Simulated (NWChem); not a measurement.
**Correlation energy of difluoromethane (CH$_{2}$F$_{2}$)**

```
C
F 1 1.3440
F 1 1.3440 2 109.24
H 1 1.1045 2 108.98 3 -118.98
H 1 1.1045 4 111.63 2 120.43
```
Charge 0, spin multiplicity 1.

All runs are NWChem calculations. The geometry was optimised at PBE0/def2-SVP, a minimum by its harmonic frequencies.

Basis set: 6-31G*. Each correlation energy counts from its own Hartree-Fock reference.

The correlated methods keep 3 core orbitals frozen. The Pople sets run with spherical d functions. No row is a measurement; the coupled-cluster row has its own basis-set and correlation limits.

Q: For the correlation energy, MP2 gives -464.2 mHa and SCS-MP2 gives -449.0 mHa. What do CR-CCSD[T], CR-CCSD(T), CCSD give?

A: CR-CCSD[T]: -488.0 mHa; CR-CCSD(T): -486.9 mHa; CCSD: -479.1 mHa.
